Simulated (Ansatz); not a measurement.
```yaml
crystal:
  periodic: [false, false, false]
  atoms:
    - {symbol: P, position_ang: [-1.965967, 0.083715, 0.000097]}
    - {symbol: P, position_ang: [-0.042117, 0.160628, 0.000712]}
    - {symbol: P, position_ang: [1.934559, -0.279866, -0.000979]}
    - {symbol: H, position_ang: [2.259388, 1.091606, 0.005200]}
basis:
  gaussian: {orbitals: def2-TZVP}
hamiltonian: {xc: pbe0}
relax: {f_tol: 0.004, max_steps: 80}
```

```sh
$ ansatz run in.yaml --threads 1 --pin off --events-out ev --progress --plain --max-ram 2176MiB
```

Steps of the relaxation (energy above the last step; positions in Å, forces in eV/Å):

```
4
step 1, 26.1 meV
P    -1.966    0.084    0.000    0.958    0.086    0.001
P    -0.042    0.161    0.001   -0.951   -0.090   -0.001
P     1.935   -0.280   -0.001   -0.025   -0.347   -0.002
H     2.259    1.092    0.005    0.019    0.350    0.002
```

```
4
step 2, 5.7 meV
P    -1.932    0.103    0.000   -0.161    0.053    0.000
P    -0.042    0.143    0.001    0.113   -0.091    0.000
P     1.936   -0.290   -0.001    0.032   -0.081    0.000
H     2.224    1.101    0.005    0.016    0.119    0.001
```

```
4
step 3, 1.7 meV
P    -1.934    0.123    0.000   -0.040    0.026    0.000
P    -0.041    0.112    0.000    0.052   -0.028    0.000
P     1.946   -0.290   -0.001    0.022   -0.007    0.000
H     2.215    1.111    0.005   -0.034    0.008    0.000
```

```
4
step 7, 0.0 meV
P    -1.924    0.151    0.000    0.000    0.000    0.000
P    -0.031    0.079    0.000    0.000    0.000    0.000
P     1.962   -0.292   -0.001    0.000    0.000    0.000
H     2.179    1.118    0.005    0.000    0.000    0.000
```

Close pairs at the end: P3–H4 1.427 Å, P1–P2 1.894 Å, P2–P3 2.027 Å.

A stationary point of restricted PBE0 after 7 steps (its stability towards spin polarisation wasn't tested); no frequencies were run, so it isn't proven a minimum. 28 s on 1 thread of Intel Xeon Platinum 8259CL, shared host.
